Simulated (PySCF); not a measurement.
Method: PySCF 2.14.0 with PBE-D3(BJ)/def2-TZVP. Gas-phase values, no solvent. 

Reference species (SMILES): `C(#C)CC` (neutral, multiplicity 1).

```
Quantity        Value
-------------  ------
dipole moment  0.86 D
```

Changed species: `SC#C` (whole molecule; the reference has whole molecule).

Task: What does the change do to the dipole moment?

Result: the dipole moment falls by 0.04 D, to 0.82 D.
